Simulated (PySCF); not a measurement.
Level of theory: PySCF, delta-SCF UKS SCAN, pcX-2 on the ionised atom, pcseg-1 elsewhere, spin-free X2C. Geometries: PBE0-D3(BJ)/def2-SVP; isolated species, one conformer each. Values against the vacuum level.

Question: Order these sites by rising C 1s binding energy.
A. C1 in `[CH2:1]=[C:2]([CH3:3])[CH2:4][O:5][GeH2:6][O:7][CH3:8]`
B. C5 in `[CH:1]1=[CH:2][CH2:3][GeH:4]([CH:5]2[CH2:6][CH2:7]2)[CH2:8]1`
C. C1 in `[CH3:1][C:2]([NH2:3])=[O:4]`
D. C3 in `[CH3:1][NH:2][CH:3]=[O:4]`

Answer: A (289.61 eV), B (290.02 eV), C (291.22 eV), D (293.80 eV).

From the lowest up, the atoms are bonded to: C (double bond) and 2 H (289.61); 2 C, H and Ge (290.02); C and 3 H (291.22); O (double bond), N and H (293.80).
